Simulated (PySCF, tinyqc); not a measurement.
Worked calculation: CISD on RHF in the sto-3g basis, for HF, spin multiplicity 1. The lowest restricted solution is unstable here: a spin-polarised one lies 0.1322 hartree lower (PySCF). One step of it, computed by the program tinyqc.

Task: CISD: roots. Diagonalise (each vector has its largest component positive (the first on a tie)); all determinants have Ms = 0, so triplets appear too. The lowest singlet root is the correlation energy.

Occupation strings over the orbitals (2 doubly, a alpha, b beta, 0 empty; spin orbitals ordered 1a 1b 2a 2b ...): 222220 2222ab 2a222b a2222b 2222ba 2b222a b2222a 222202 2a22b2 a222b2 222022 220222 2b22a2 202222 ab2222 b222a2 ba2222 022222

H - E(HF) between determinants (hartree):
```
           222220     2222ab     2a222b     a2222b     2222ba     2b222a     b2222a     222202
222220   0.000000   0.000000   0.000000   0.000000   0.000000   0.000000   0.000000   0.287108
2222ab   0.000000   0.184514  -0.009401  -0.007445  -0.287108  -0.013849   0.002504   0.041255
2a222b   0.000000  -0.009401   1.042485   0.028092  -0.013849  -0.092047  -0.019970  -0.045174
a2222b   0.000000  -0.007445   0.028092  25.320089   0.002504  -0.019970  -0.015856  -0.000913
2222ba   0.000000  -0.287108  -0.013849   0.002504   0.184514  -0.009401  -0.007445  -0.041255
2b222a   0.000000  -0.013849  -0.092047  -0.019970  -0.009401   1.042485   0.028092   0.045174
b2222a   0.000000   0.002504  -0.019970  -0.015856  -0.007445   0.028092  25.320089   0.000913
222202   0.287108   0.041255  -0.045174  -0.000913  -0.041255   0.045174   0.000913   0.384137
2a22b2  -0.013849   0.045174  -0.266403   0.007629  -0.016665   0.093422   0.020015   0.032851
a222b2   0.002504   0.000913   0.007629  -0.444817  -0.005414   0.021221   0.014302   0.012711
222022   0.026821   0.026014   0.013019   0.003103  -0.026014  -0.013019  -0.003103   0.029007
220222   0.026821   0.026014   0.013019   0.003103  -0.026014  -0.013019  -0.003103   0.029007
2b22a2   0.013849  -0.016665   0.093422   0.020015   0.045174  -0.266403   0.007629  -0.032851
202222   0.092047   0.093422   0.006730  -0.002019  -0.093422  -0.006730   0.002019   0.110047
ab2222  -0.019970  -0.020015   0.002019  -0.036639   0.021221  -0.005890   0.007224  -0.020570
b222a2  -0.002504  -0.005414   0.021221   0.014302   0.000913   0.007629  -0.444817  -0.012711
ba2222   0.019970   0.021221  -0.005890   0.007224  -0.020015   0.002019  -0.036639   0.020570
022222   0.015856   0.014302   0.007224  -0.049904  -0.014302  -0.007224   0.049904   0.015034

           2a22b2     a222b2     222022     220222     2b22a2     202222     ab2222     b222a2
222220  -0.013849   0.002504   0.026821   0.026821   0.013849   0.092047  -0.019970  -0.002504
2222ab   0.045174   0.000913   0.026014   0.026014  -0.016665   0.093422  -0.020015  -0.005414
2a222b  -0.266403   0.007629   0.013019   0.013019   0.093422   0.006730   0.002019   0.021221
a2222b   0.007629  -0.444817   0.003103   0.003103   0.020015  -0.002019  -0.036639   0.014302
2222ba  -0.016665  -0.005414  -0.026014  -0.026014   0.045174  -0.093422   0.021221   0.000913
2b222a   0.093422   0.021221  -0.013019  -0.013019  -0.266403  -0.006730  -0.005890   0.007629
b2222a   0.020015   0.014302  -0.003103  -0.003103   0.007629   0.002019   0.007224  -0.444817
222202   0.032851   0.012711   0.029007   0.029007  -0.032851   0.110047  -0.020570  -0.012711
2a22b2   1.272021   0.028398   0.012279   0.012279  -0.110047   0.065612   0.001980  -0.020570
a222b2   0.028398  25.545927   0.002915   0.002915  -0.020570  -0.001980  -0.094615  -0.015034
222022   0.012279   0.002915   0.569315   0.053770  -0.012279   0.194022  -0.040647  -0.002915
220222   0.012279   0.002915   0.053770   0.569315  -0.012279   0.194022  -0.040647  -0.002915
2b22a2  -0.110047  -0.020570  -0.012279  -0.012279   1.272021  -0.065612   0.010283   0.028398
202222   0.065612  -0.001980   0.194022   0.194022  -0.065612   2.406775  -0.012074   0.001980
ab2222   0.001980  -0.094615  -0.040647  -0.040647   0.010283  -0.012074  26.864653   0.006503
b222a2  -0.020570  -0.015034  -0.002915  -0.002915   0.028398   0.001980   0.006503  25.545927
ba2222   0.010283   0.006503   0.040647   0.040647   0.001980   0.012074  -0.082821  -0.094615
022222   0.006503  -0.029286   0.029505   0.029505  -0.006503   0.082821   0.494941   0.029286

           ba2222     022222
222220   0.019970   0.015856
2222ab   0.021221   0.014302
2a222b  -0.005890   0.007224
a2222b   0.007224  -0.049904
2222ba  -0.020015  -0.014302
2b222a   0.002019  -0.007224
b2222a  -0.036639   0.049904
222202   0.020570   0.015034
2a22b2   0.010283   0.006503
a222b2   0.006503  -0.029286
222022   0.040647   0.029505
220222   0.040647   0.029505
2b22a2   0.001980  -0.006503
202222   0.012074   0.082821
ab2222  -0.082821   0.494941
b222a2  -0.094615   0.029286
ba2222  26.864653  -0.494941
022222  -0.494941  55.069168
```

Give: lowest roots of this matrix, relative to E(HF); lowest vectors; <S^2> of these roots; weight of the ground state by excitation level 0, 1, 2, ....

Result:

lowest roots of this matrix, relative to E(HF) (hartree): -0.1566  -0.1036  0.4371  0.5130  0.5155  0.6088  0.8534  0.8824

lowest vectors:
```
         root 1   root 2   root 3   root 4
222220   0.8797   0.0000  -0.2320   0.3472
2222ab   0.0325   0.7068   0.6371   0.2161
2a222b  -0.0123   0.0133  -0.0491   0.0663
a2222b   0.0000   0.0002   0.0003   0.0001
2222ba  -0.0325   0.7068  -0.6371  -0.2161
2b222a   0.0123   0.0133   0.0491  -0.0663
b2222a   0.0000   0.0002  -0.0003  -0.0001
222202  -0.4721   0.0000  -0.3414   0.6928
2a22b2   0.0145  -0.0141  -0.0493   0.0023
a222b2   0.0001   0.0001   0.0001  -0.0003
222022  -0.0118   0.0000  -0.0628  -0.3855
220222  -0.0118   0.0000  -0.0628  -0.3855
2b22a2  -0.0145  -0.0141   0.0493  -0.0023
202222  -0.0126   0.0000  -0.0145  -0.0001
ab2222   0.0003   0.0000   0.0004  -0.0001
b222a2  -0.0001   0.0001  -0.0001   0.0003
ba2222  -0.0003   0.0000  -0.0004   0.0001
022222  -0.0001   0.0000  -0.0001   0.0000
```

<S^2> of these roots: 0.0000  2.0000  0.0000  0.0000  0.0000  0.0000  2.0000  0.0000

weight of the ground state by excitation level 0, 1, 2, ...: 0.7739  0.0024  0.2237

With one virtual orbital singles and doubles already span the full space. The reference has a weight of only 0.77: one determinant is a poor start here. A root of higher spin lies below E(HF).
